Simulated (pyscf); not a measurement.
Thermochemistry of product channels of AlH₃ + HO–SiH₃ on the singlet surface, in eV, from ωB97M-D3(BJ)/def2-TZVP energies (ideal gas, 1 atm, RRHO with modes under 100 cm⁻¹ raised to 100, one conformer, R ln 2 for rigid chiral ones). Single points on ωB97X-D3(BJ)/def2-SVP structures (PySCF, gas phase).

```csv
products,ΔE,ΔH(298 K),ΔG(600 K),ΔG(900 K)
HO–AlH₂ + SiH₄,-0.64,-0.62,-0.57,?
H₂Al–O–SiH₃ + H₂,?,-1.58,-1.50,-1.49
```

### Question
What belongs in the gaps?

### Answer

- HO–AlH₂ + SiH₄, ΔG(900 K): -0.55
- H₂Al–O–SiH₃ + H₂, ΔE: -1.52

These are energies of the channels, which say nothing of barriers.
